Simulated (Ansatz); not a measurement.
**How far a parabola holds: energy against volume of cubic BN**

Cubic BN was calculated with PBE (plane waves, PAW; Ansatz, a program for electronic structure). Settings: plane-wave cutoff 520 eV, 16×16×16 k mesh, Fermi–Dirac smearing 0.01 eV, scalar-relativistic PAW data made under PBE. The cell has no free parameter but its volume, all volumes share cutoff and mesh, and the runs aren't spin-polarised. Energies are free energies at the run's smearing, counted from the lowest row; static lattice.

```csv
V (Å³/atom),E (meV/atom)
5.715,11.84
5.834,2.88
5.953,0.00
6.072,2.65
6.191,10.35
6.310,?
```

Taking a parabola for E over the 5 complete rows: With u = V - 5.95, the rows have u = -0.23500, -0.11600, 0.00300, 0.12200, 0.24100. Least squares gives E = 0.004 - 3.873·u + 195.961·u². Residuals (row less fit): 0.104, -0.210, 0.006, 0.202, -0.102; standard error 0.230 (degrees of freedom: 2). The fitted curve has its minimum at V = 5.96, where E = -0.02. Its curvature is d²E/dV² = 2 × 195.961 meV/Å⁶, so B = V0·d²E/dV² × 0.1602 = 374 GPa.

What does the fit predict for E at V = 6.310, and how far is the calculated value from it?

u = 0.36000, so E = 0.004 - 3.873 × 0.36000 + 195.961 × 0.36000² = 24.006 meV/atom. The calculation gives 22.63 meV/atom, 1.376 meV/atom below the prediction (6.1 % of the range of E in the table). The row lies outside the fitted rows, so this is an extrapolation. From the scatter of the fitted rows alone, a prediction at this place has a standard error of 0.545 meV/atom, so the miss is 2.5 times that.

The residuals are curvature that a parabola lacks, not noise. A solid that stiffens under compression and softens on expansion lies above the parabola at the compressed end and under it at the expanded end, as this row does. A third-order Birch-Murnaghan fit to the whole scan has B0 = 372 GPa. Only scans are tabulated whose curvature falls smoothly with volume, and where the parabola meets the shown rows within 5 % of their range and misses the end by 0.1 meV or more.

Measured, for comparison: bulk modulus 410 GPa (0 K value with the zero-point phonon effect removed, sources range from 388 to 410; as tabulated in Mejia-Rodriguez and Trickey (2018), arXiv:1807.09216). Computed less measured: bulk modulus -9 % (-4.1 % to -9 % over the range).
